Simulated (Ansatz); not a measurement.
## BClH4Si, SMILES [SiH3]BCl: a rigid scan of one bond length, step by step

Program: the Ansatz DFT code, driven from Python.

Notebook, run cell by cell (the value of a cell's last expression is shown):

**Cell 1**
```python
import warnings

import ansatz as az
from ase import Atoms
import numpy as np
```

**Cell 2**
```python
warnings.simplefilter('ignore', az.DeckWarning)
```

**Cell 3**
```python
atoms = Atoms(['Si', 'B', 'Cl', 'H', 'H', 'H', 'H'], positions=[
    (-0.61317, 0.47656, -0.27237),
    (0.86071, -0.57118, 0.5298),
    (1.55591, -1.86025, -0.32512),
    (-1.79858, -0.34572, -0.55233),
    (-0.23821, 1.08915, -1.55406),
    (-1.08129, 1.57801, 0.57698),
    (1.31462, -0.36656, 1.5971),
])
mol = az.Crystal.molecule_from_ase(atoms)

symbols = [site.symbol for site in mol.cartesian_sites]
start = np.array([site.position_ang for site in mol.cartesian_sites])
axis = (start[1] - start[0]) / np.linalg.norm(start[1] - start[0])
moving = [1, 2, 6]
lengths, energies = [1.741, 1.82, 1.899, 1.978, 2.057, 2.137, 2.216, 2.334], []
for length in lengths:
    xyz = start.copy()
    xyz[moving] += (length - np.linalg.norm(start[1] - start[0])) * axis
    point = az.Crystal.molecule()
    for symbol, xyz in zip(symbols, xyz):
        point = point.atom(symbol, xyz.tolist())
    calculation = (
        point.calculation()
        .basis(gaussian='6-31G*')
        .functional('R2SCAN0')
    )
    summary = calculation.run().report
    energies.append(summary['free_energy_ev'])
    print(f'r = {length:6.3f} A  E = {energies[-1]:.5f} eV  <S^2> = {abs(summary["mean_field"]["state"]["spin_squared"]):.3f}')
```
Output:
```text
r =  1.741 A  E = -21137.79654 eV  <S^2> = 0.000
r =  1.820 A  E = -21138.23440 eV  <S^2> = 0.000
r =  1.899 A  E = -21138.48534 eV  <S^2> = 0.000
r =  1.978 A  E = -21138.59672 eV  <S^2> = 0.000
r =  2.057 A  E = -21138.60447 eV  <S^2> = 0.000
r =  2.137 A  E = -21138.53463 eV  <S^2> = 0.000
r =  2.216 A  E = -21138.40994 eV  <S^2> = 0.000
r =  2.334 A  E = -21138.15416 eV  <S^2> = 0.000
```

**Cell 4**
```python
# quartic fit about the minimum
fit = np.polynomial.Polynomial.fit(lengths, np.array(energies) - min(energies), 4).convert()
roots = [r.real for r in fit.deriv().roots() if abs(r.imag) < 1e-9 and fit.deriv(2)(r.real) > 0]
r_e = min(roots, key=lambda r: abs(r - lengths[int(np.argmin(energies))]))
print(f'minimum of the fit at {r_e:.4f} A, force constant {fit.deriv(2)(r_e):.2f} eV/A^2')
```
Output:
```text
minimum of the fit at 2.0226 A, force constant 13.89 eV/A^2
```

Notes:
- Total energies depend on the basis set; only differences at equal settings carry meaning.
- The rest of the molecule is held rigid at a force-field or estimated start geometry, and the basis set is modest; single-reference methods fail as a bond breaks.
- The orbitals are restricted, so S² is zero by construction.
- Wall time of the script: 20 s on 1 thread of Arm Neoverse V2 (shared host), peak memory 0.2 GiB.

(Lines on the test bed's own set-up are left out of the output.)
